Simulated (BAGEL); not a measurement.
# HF/STO-3G (density fitting with qzvpp-jkfit) run of Si2H6 (disilane)

What is the energy change on altering one bond length of Si2H6 (disilane) at HF/STO-3G (density fitting with qzvpp-jkfit)? 

Program for the calculation: BAGEL 1.2.2.

1 further run of the same task is left out (set aside as unsound or not needed). Runs told in other sessions of the task aren't counted.

### Step 1. The structure to begin with

The species is Si2H6 (8 atoms), meant as a singlet with charge 0. As SMILES, `[SiH3][SiH3]`. Geometry: relaxed at PBE0-D4/def2-TZVP.

Bond lengths: Si1–Si2 2.338 Å, Si1–H3 1.488 Å, Si1–H4 1.488 Å, Si1–H5 1.488 Å, Si2–H6 1.488 Å, Si2–H7 1.488 Å, Si2–H8 1.488 Å. Some angles: Si1–Si2–H6 110.3°, Si1–Si2–H7 110.3°, Si1–Si2–H8 110.3°, Si2–Si1–H3 110.3°, Si2–Si1–H4 110.3°, Si2–Si1–H5 110.3°, H6–Si2–H7 108.7°, H6–Si2–H8 108.7°, H7–Si2–H8 108.7°, H3–Si1–H4 108.7°.

### Step 2. A single-point energy at HF/STO-3G (density fitting with qzvpp-jkfit)

The input, calc.json:

```json
{ "bagel": [

{
  "title": "molecule",
  "basis": "sto-3g",
  "df_basis": "qzvpp-jkfit",
  "angstrom": true,
  "geometry": [
    { "atom": "Si", "xyz": [      -0.340500,       0.490200,      -1.004900 ] },
    { "atom": "Si", "xyz": [       0.363500,      -0.504400,       0.991000 ] },
    { "atom": "H", "xyz": [       0.833900,       0.948200,      -1.794900 ] },
    { "atom": "H", "xyz": [      -1.112900,      -0.483900,      -1.821900 ] },
    { "atom": "H", "xyz": [      -1.208000,       1.664100,      -0.717900 ] },
    { "atom": "H", "xyz": [       1.139000,       0.468600,       1.806300 ] },
    { "atom": "H", "xyz": [       1.228100,      -1.680500,       0.704000 ] },
    { "atom": "H", "xyz": [      -0.811000,      -0.959200,       1.782600 ] }
  ]
},

{ "title": "hf", "charge": 0 },

{ "title": "print", "file": "orbitals.molden", "orbitals": true }

]}
```

Started as:

```bash
BAGEL_NUM_THREADS=1 BAGEL calc.json > calc.out
```

What it wrote:

```text
* using 1 threads per process

  ===============================================================
  ===============================================================

  *** Geometry ***

  { "atom" : "Si", "xyz" : [     -0.643452,      0.926344,     -1.898986 ] },
  { "atom" : "Si", "xyz" : [      0.686915,     -0.953178,      1.872719 ] },
  { "atom" : "H", "xyz" : [      1.575843,      1.791838,     -3.391869 ] },
  { "atom" : "H", "xyz" : [     -2.103076,     -0.914438,     -3.442892 ] },
  { "atom" : "H", "xyz" : [     -2.282789,      3.144693,     -1.356634 ] },
  { "atom" : "H", "xyz" : [      2.152398,      0.885526,      3.413412 ] },
  { "atom" : "H", "xyz" : [      2.320773,     -3.175685,      1.330367 ] },
  { "atom" : "H", "xyz" : [     -1.532568,     -1.812625,      3.368626 ] },

  Number of auxiliary basis functions:      364

  Since a DF basis is specified, we compute 2- and 3-index integrals:
    o Being stored without compression. Storage requirement is 0.002 GB

  Number of basis functions:       24
  Number of electrons      :       34

    * METHOD: MOLECULE                             0.29

  *** RHF ***

  === Nuclear Repulsion ===
    90.7730811600

      * DIIS with orbital gradients will be used.

  === RHF iteration (sto-3g) ===
      0       -574.67837885          0.00686656           0.02
      1       -574.69305919          0.00139411           0.02
      2       -574.69369301          0.00027216           0.02
      3       -574.69371925          0.00000982           0.02
      4       -574.69371928          0.00000122           0.02
      5       -574.69371928          0.00000005           0.02
      6       -574.69371928          0.00000001           0.03
      7       -574.69371928          0.00000000           0.03
    * SCF iteration converged.

    * Permanent dipole moment:
           (    0.000040,    -0.000045,    -0.000041) a.u.

    * METHOD: HF                                   0.30

    * METHOD: PRINT                                0.01

  ===============================================================
```

It took 1.2 s on 1 thread of AMD EPYC, shared host; peak memory 0.08 GiB.

### Step 3. The distorted shape, same level

The input, input.json:

```json
{ "bagel" : [

{
  "title" : "molecule",
  "basis" : "sto-3g",
  "df_basis" : "qzvpp-jkfit",
  "angstrom" : true,
  "geometry" : [
    { "atom" : "Si", "xyz" : [      -0.080242,       0.138019,      -1.091003 ] },
    { "atom" : "Si", "xyz" : [       0.623758,      -0.856581,       0.904897 ] },
    { "atom" : "H", "xyz" : [       1.094158,       0.596019,      -1.881003 ] },
    { "atom" : "H", "xyz" : [      -0.852642,      -0.836081,      -1.908003 ] },
    { "atom" : "H", "xyz" : [      -1.208000,       1.664100,      -0.717900 ] },
    { "atom" : "H", "xyz" : [       1.399258,       0.116419,       1.720197 ] },
    { "atom" : "H", "xyz" : [       1.488358,      -2.032681,       0.617897 ] },
    { "atom" : "H", "xyz" : [      -0.550742,      -1.311381,       1.696497 ] }
  ]
},

{ "title" : "hf" },

{ "title" : "print", "file" : "orbitals.molden", "orbitals" : true }

]}
```

Started as:

```bash
BAGEL_NUM_THREADS=1 BAGEL input.json > input.out
```

What it wrote:

```text
* using 1 threads per process

  ===============================================================
  ===============================================================

  *** Geometry ***

  { "atom" : "Si", "xyz" : [     -0.151635,      0.260818,     -2.061697 ] },
  { "atom" : "Si", "xyz" : [      1.178732,     -1.618703,      1.710008 ] },
  { "atom" : "H", "xyz" : [      2.067659,      1.126313,     -3.554581 ] },
  { "atom" : "H", "xyz" : [     -1.611260,     -1.579964,     -3.605603 ] },
  { "atom" : "H", "xyz" : [     -2.282789,      3.144693,     -1.356634 ] },
  { "atom" : "H", "xyz" : [      2.644214,      0.220000,      3.250701 ] },
  { "atom" : "H", "xyz" : [      2.812589,     -3.841210,      1.167656 ] },
  { "atom" : "H", "xyz" : [     -1.040752,     -2.478151,      3.205915 ] },

  Number of auxiliary basis functions:      364

  Since a DF basis is specified, we compute 2- and 3-index integrals:
    o Being stored without compression. Storage requirement is 0.002 GB

  Number of basis functions:       24
  Number of electrons      :       34

    * METHOD: MOLECULE                             0.25

  *** RHF ***

  === Nuclear Repulsion ===
    89.3137342268

      * DIIS with orbital gradients will be used.

  === RHF iteration (sto-3g) ===
      0       -574.58710041          0.00954943           0.03
      1       -574.61310710          0.00201157           0.03
      2       -574.61421696          0.00048922           0.03
      3       -574.61430040          0.00003687           0.02
      4       -574.61430083          0.00000842           0.03
      5       -574.61430086          0.00000175           0.03
      6       -574.61430086          0.00000026           0.03
      7       -574.61430086          0.00000002           0.03
      8       -574.61430086          0.00000000           0.03
    * SCF iteration converged.

    * Permanent dipole moment:
           (   -0.114546,     0.155407,     0.017372) a.u.

    * METHOD: HF                                   0.42

    * METHOD: PRINT                                0.01

  ===============================================================
```

It took 1.3 s on 1 thread of AMD EPYC, shared host; peak memory 0.08 GiB.

### Step 4. Results

Level: HF/STO-3G (density fitting with qzvpp-jkfit).

| quantity | value |
| --- | --- |
| first shape: total energy | -574.69372 Eh |
| first shape: dipole moment | 0.00 D |
| first shape: HOMO energy | -8.73 eV |
| first shape: LUMO energy | 11.05 eV |
| first shape: HOMO–LUMO gap | 19.78 eV |
| distorted shape: total energy | -574.61430 Eh |
| distorted shape: dipole moment | 0.49 D |
| distorted shape: HOMO energy | -8.32 eV |
| distorted shape: LUMO energy | 8.52 eV |
| distorted shape: HOMO–LUMO gap | 16.85 eV |
| energy change with the Si1–H5 bond stretched from 1.488 to 1.934 Å | 2.161 eV |

**Reading.** With the Si1–H5 bond stretched from 1.488 to 1.934 Å the energy rises by 2.16 eV (50 kcal/mol). The first shape isn't relaxed at this level, so the change isn't measured from a minimum. The minimal basis adds a large error of its own.
